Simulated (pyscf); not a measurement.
`[CH4]` + `[CH3][In]([CH3])[SH]` -> `[CH3][In]([CH3])[CH3]` + `[SH2]` (four-centre exchange; singlet surface; C–H, In–S broken, C–In, H–S formed). Single points on ωB97X-D3(BJ)/def2-SVP structures (PySCF, gas phase). Energies in kcal/mol from the separated reactants.

| level | barrier | reaction energy |
|---|---|---|
| ωB97X-D3(BJ)/def2-TZVP | 42.4 | +35.2 |
| r²SCAN/def2-TZVP | … | … |
| B3LYP-D3(BJ)/def2-TZVP | 42.4 | +33.8 |
| PBE0-D3(BJ)/def2-TZVP | 39.3 | +33.6 |
| M06-2X/def2-TZVP | … | +34.0 |
| HF/def2-TZVP | 63.1 | +35.0 |

### Question
Fill in the missing entries.

### Answer

- r²SCAN/def2-TZVP, barrier: 39.0
- r²SCAN/def2-TZVP, reaction energy: +34.4
- M06-2X/def2-TZVP, barrier: 42.1

The functionals in the table span 3.4 kcal/mol in this barrier, from r²SCAN to B3LYP-D3(BJ). On the product side the descent ends in an adduct with a In–S contact, 11.4 kcal/mol under the separated species and 18.6 kcal/mol under the saddle at ωB97X-D3(BJ)/def2-TZVP. What is counted as broken (In–S) persists as a longer contact in the product adduct; parting that adduct is a step of its own. One saddle was located; it need not be the lowest between these sides. Elements past Kr carry the def2 core potentials, without spin-orbit coupling.
